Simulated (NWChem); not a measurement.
## Spin states of formic acid (CH$_{2}$O$_{2}$)

SMILES: O=CO
```xyz
5

O      0.7441     0.8276     0.0000
C      0.1773    -0.3776     0.0000
O     -1.0006    -0.5842     0.0000
H      0.0245     1.4806     0.0000
H      0.9640    -1.1615     0.0000
```
Charge 0, spin multiplicity 1.

The numbers come from NWChem runs, not from measurements. Structure: optimised with PBE0/def2-SVP, a minimum by its harmonic frequencies. It is one conformer; others weren't searched.

Basis set: def2-SVP. The gap is E(triplet) − E(singlet) at the geometry of the singlet, so a negative value puts the higher spin lower. Open shells are unrestricted, coupled cluster uses restricted open-shell references, and the singlet is the closed-shell solution. The triplet is the single determinant that the SCF runs reached, with unpaired electrons in orbitals of symmetry a" and a' (Cs labels); it need not be the lowest triplet, which in molecules with degenerate π orbitals can need several determinants.

The correlated methods keep 3 core orbitals frozen. B3LYP has NWChem's definition, with VWN1-RPA local correlation. The stability of the SCF solutions was not checked. Open-shell Hartree-Fock references start from PBE0 orbitals. Coupled-cluster values serve here as a point of comparison, not as the truth.

### Question
Order these methods by the vertical singlet-triplet gap they give, lowest first: BP86, B3LYP, HF, B2PLYP, CCSD(T).

### Answer
HF (104.3 kcal/mol), B3LYP (125.2 kcal/mol), BP86 (127.4 kcal/mol), B2PLYP (130.4 kcal/mol), CCSD(T) (132.6 kcal/mol)
